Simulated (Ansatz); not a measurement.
# Worked example: InH, singlet against InH⁻, doublet

Geometry (PBE0/def2-TZVPD stationary point of a doublet), kept for both states (InH⁻, doublet: Π; InH, singlet: Σ⁺):

```yaml
atoms:
  - { symbol: In, position_ang: [0.0000, 0.0000, 0.0000] }
  - { symbol: H, position_ang: [0.0000, 0.0000, 1.8938] }
```

Basis def2-TZVPD with its core potentials; Ansatz 0.2.0. Only valence electrons are correlated (noble-gas cores and the filled d shells of p-block atoms frozen). R marks a restricted (for open shells ROHF) determinant. No spin–orbit coupling is included; scalar relativity enters through the core potentials alone.

Full CI is exact within this basis and frozen core; it isn't the basis-set limit.

The highest occupied Kohn–Sham level of the anion is positive, up to +1.92 eV, so in those functionals the extra electron is held by the basis alone, which enters their differences from the reference.

```tsv
level	E(InH⁻, doublet) (hartree)	E(InH, singlet) (hartree)
RCCSD(T)	-189.852447	-189.848244
PBE	-190.722172	-190.714675
r2SCAN	-190.790933	-190.779899
full CI	-189.853175	-189.848588
```

Problem. Give the vertical gap, InH singlet less InH⁻ doublet, at each level in eV (1 hartree = 27.2114 eV), and each error against full CI.

Solution. full CI: (-189.848588 − (-189.853175)) × 27.2114 = 0.125 eV (the reference)
r2SCAN: (-190.779899 − (-190.790933)) × 27.2114 = 0.300 eV, error 0.175 eV
PBE: (-190.714675 − (-190.722172)) × 27.2114 = 0.204 eV, error 0.079 eV
RCCSD(T): (-189.848244 − (-189.852447)) × 27.2114 = 0.114 eV, error -0.011 eV

Total energies of functionals can't be set beside those of wave-function methods, since they hold the core's correlation and their own absolute errors; only the differences compare.

The reference still carries a basis error, for a change of charge of the order of 0.1 eV, so smaller errors of functionals can't be ranked.

Each level lands on the state that its own search finds. T1 diagnostics of restricted CCSD: 0.023 and 0.013.
